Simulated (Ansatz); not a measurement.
`ClCC(Cl)CCl` → `ClCC(Cl)Cl` + `[CH2]` (triplet) at 298.15 K and 1 bar (formal loss of a carbene).

Calculated with Ansatz (gas phase, PBE0-D4/def2-TZVP geometries, no zero-point term in ΔE). CBS: MP2 limit from def2 TZ/QZ plus the TZ coupled-cluster correction, frozen cores. This one scheme is used for every species. Triplets are unrestricted, without spin–orbit coupling. One conformer a species, not always the lowest.

| species | CCSD(T)/CBS energy (Eh) | H − E (kJ/mol) | S (J/(mol·K)) |
| --- | --- | --- | --- |
| `ClCC(Cl)CCl` | -1496.50903 | 225.2 | 363.4 |
| `ClCC(Cl)Cl` | -1457.24183 | 146.0 | 333.5 |
| `[CH2]` (triplet) | -39.09499 | 55.4 | 195.3 |

H − E and S are ideal-gas, rigid-rotor, harmonic terms from PBE0-D4/def2-TZVP, for one conformer and one mirror image of each species, with the whole ground term of open shells counted as degenerate. 1 Eh = 2625.50 kJ/mol, R = 8.31446 J/(mol·K).

By hand: ΔE, ΔH, ΔS and ΔG.

ΔE = (-1457.24183) + (-39.09499) − (-1496.50903) = 0.17221 Eh = 452.1 kJ/mol. Δ(H − E) = 146.0 + 55.4 − 225.2 = -23.8, so ΔH = 428.3 kJ/mol. ΔS = 333.5 + 195.3 − 363.4 = 165.4 J/(mol·K). ΔG = 428.3 − 298.15 × (165.4)/1000 = 379.0 kJ/mol.

By hand: the equilibrium constant, and the temperature at which ΔG would vanish if ΔH and ΔS stayed fixed.

log₁₀ K = −ΔG/(RT ln 10) = -66.4. ΔG = 0 at ΔH/ΔS = 2589 K, far beyond where these terms or the molecules hold.

The number of gas molecules changes by +1, which sets the sign of ΔS. A doubt of 5 kJ/mol in ΔE shifts log₁₀ K by 0.9 here. Other conformers and mirror images would add mixing entropy, several J/(mol·K) or more a flexible species. A triplet takes part, so the spin changes. These are equilibria of isolated gas molecules and say nothing of rates. Largest T1 diagnostic: 0.011 (customary marks: 0.02 for closed shells, 0.045 for open ones).
